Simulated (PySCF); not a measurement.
Compound: C₅H₁₀Cl (doublet state).
Cartesian coordinates in Å at the GFN2-xTB level; atoms count from 1:
```
atom  x, y, z in Å
C1     1.7640   -0.6249    0.1388
C2     0.4903   -0.4336    0.9802
C3    -0.6293    0.1153    0.1685
C4    -1.2589   -0.7497   -0.8623
C5    -0.9164    1.5151    0.1811
Cl6    0.2029    2.4389   -1.1109
H7     1.5893   -1.3397   -0.6608
H8     2.5721   -0.9928    0.7660
H9     2.0623    0.3225   -0.3013
H10    0.7157    0.2399    1.8089
H11    0.2027   -1.4050    1.3940
H12   -0.7636   -0.6104   -1.8286
H13   -2.3074   -0.4897   -1.0038
H14   -1.1807   -1.8010   -0.5948
H15   -0.6483    2.0357    1.0941
H16   -1.9023    1.7881   -0.1804
```

The hyperfine couplings belong to this conformer and change with its torsions.

Identity: `CC[C](C)CCl` [radical].

Method used: UKS B3LYP, pcH-1 on C Cl H, non-relativistic, mean-field spin-orbit, GIAO (PySCF 2.14.0). One conformer (not necessarily the lowest) at the GFN2-xTB geometry, without solvent, vibrations or thermal averaging. The geometry wasn't refined by DFT: couplings that depend on bond lengths, twists or pyramidal angles can differ widely from those at the functional's own minimum. The SCF solution wasn't tested for stability.

Principal values of hyperfine tensors in MHz (contact, dipolar and spin–orbit terms together), for some of the nuclei:

| atom | isotope | A1 | A2 | A3 |
| --- | --- | --- | --- | --- |
| H12 | 1H | 113.63 | 115.87 | 125.38 |
| C3 | 13C | 12.70 | 13.28 | 220.65 |
| C1 | 13C | 48.03 | 48.29 | 62.94 |
| H11 | 1H | 45.47 | 45.70 | 57.94 |
| H13 | 1H | 38.64 | 39.13 | 51.03 |
| C4 | 13C | -28.61 | -26.64 | -24.76 |
| C2 | 13C | -27.86 | -25.98 | -23.68 |
| H16 | 1H | 13.05 | 17.34 | 27.48 |

Question: Split each tensor into its isotropic and traceless parts, and turn a_iso into mT with g = 2.0045.

Answer: a_iso = (A1 + A2 + A3)/3, Ti = Ai − a_iso; 1 mT corresponds to 28.056 MHz. The tensors hold a spin–orbit part: the run splits a_iso into a_FC + a_SO, and T includes its anisotropic share.

```json
{"atom": "H12", "a_iso (MHz)": "118.29", "a_FC": "118.29", "a_SO": "0.00", "a_iso (mT)": "4.216", "T1": "-4.66", "T2": "-2.43", "T3": "7.09"}
{"atom": "C3", "a_iso (MHz)": "82.21", "a_FC": "82.18", "a_SO": "0.03", "a_iso (mT)": "2.930", "T1": "-69.51", "T2": "-68.92", "T3": "138.44"}
{"atom": "C1", "a_iso (MHz)": "53.09", "a_FC": "53.06", "a_SO": "0.02", "a_iso (mT)": "1.892", "T1": "-5.06", "T2": "-4.79", "T3": "9.85"}
{"atom": "H11", "a_iso (MHz)": "49.70", "a_FC": "49.70", "a_SO": "0.00", "a_iso (mT)": "1.772", "T1": "-4.24", "T2": "-4.00", "T3": "8.24"}
{"atom": "H13", "a_iso (MHz)": "42.93", "a_FC": "42.93", "a_SO": "0.00", "a_iso (mT)": "1.530", "T1": "-4.29", "T2": "-3.80", "T3": "8.10"}
{"atom": "C4", "a_iso (MHz)": "-26.67", "a_FC": "-26.68", "a_SO": "0.01", "a_iso (mT)": "-0.951", "T1": "-1.94", "T2": "0.03", "T3": "1.91"}
{"atom": "C2", "a_iso (MHz)": "-25.84", "a_FC": "-25.85", "a_SO": "0.01", "a_iso (mT)": "-0.921", "T1": "-2.02", "T2": "-0.14", "T3": "2.16"}
{"atom": "H16", "a_iso (MHz)": "19.29", "a_FC": "19.33", "a_SO": "-0.04", "a_iso (mT)": "0.688", "T1": "-6.24", "T2": "-1.95", "T3": "8.19"}
```

Question: What spin density at the nucleus of C4 lies behind its contact coupling (g_N = 1.40482)?

Answer: a_FC = (2μ0/3) gₑ μB g_N μN ρ(0)/(2S·h) = 800.24 MHz × g_N × ρ(0)/(2S), with ρ in bohr⁻³. With a_FC = -26.68 MHz and 2S = 1, ρ(0) = -0.02373 bohr⁻³.

Question: Cl6 (35Cl, g_N = 0.54792) isn't in the table. Its spin density at the nucleus is 0.1192 bohr⁻³. What is its contact coupling?

Answer: By the same relation, a_FC = 52.3 MHz. The spin–orbit term adds +1.50 MHz. Its full tensor has the principal values 17.48, 18.14, 125.63 MHz.

Question: Name the largest traceless tensor T of the table and describe it.

Answer: C3: -69.5, -68.9, 138.4 MHz (the dipolar term alone has -69.4, -69.1, 138.5), axial, in the ratio −1:−1:+2, the form that spin in one p orbital centred on that nucleus gives.

Question: In a single crystal, with the field along each principal axis of the tensor of C3 in turn, what first-order splitting does this nucleus give (isotropic g, quadrupole terms neglected)?

Answer: 2 lines (I = 1/2), spaced by |A_i|/(g × 13.996): 0.45, 0.47, 7.86 mT along the axes of A1, A2 and A3.
